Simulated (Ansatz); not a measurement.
Compare A (`C=C(N)O`) with its isomer B (`NC1CO1`).

Calculated with Ansatz (gas phase, PBE0-D4/def2-TZVP geometries, no zero-point term in ΔE). CCSD(T)/CBS is the MP2 limit (def2-TZVPP, def2-QZVPP) plus CCSD(T) − MP2 in def2-TZVPP, frozen cores. DFT in def2-TZVPP. Each species was taken in one conformer, which may not be the lowest.

(1) Which isomer does CCSD(T)/CBS put lower? Give the gap. (Best estimate.)

(2) Give E(B) − E(A) in kcal/mol with BLYP-D4, CCSD(T)/def2-TZVPP, r2SCAN-D4, ωB97M-V, LDA (SPW92), PBE-D4, PBE0-D4. (Estimate.)

(3) Does the order hold for the free energy at 298.15 K (harmonic terms from PBE0-D4)? (An estimate is asked.)

Largest T1 diagnostic: 0.012.

Results:

(1) The calculation gave: A, by 18.5 kcal/mol.

(2) The calculation gave: BLYP-D4 20.5, CCSD(T)/def2-TZVPP 17.7, r2SCAN-D4 18.9, ωB97M-V 18.5, LDA (SPW92) 18.6, PBE-D4 17.4, PBE0-D4 17.5. None reverses the order clearly.

(3) Ansatz gave: Yes: G(B) − G(A) = +19.7 kcal/mol, for one conformer each.

In def2-TZVPP, CCSD(T) changes the Hartree–Fock value by −3.9 kcal/mol (the triples alone add −0.2 kcal/mol) and MP2 by −4.4 kcal/mol. Leaving LDA and LC-ωPBE aside and taking each functional with its dispersion term where it has one, the values, not all of them listed here, spread over 4.9 kcal/mol, from ωB97X-V to BHLYP-D4. LDA lies +1.4 kcal/mol from PBE without D4.
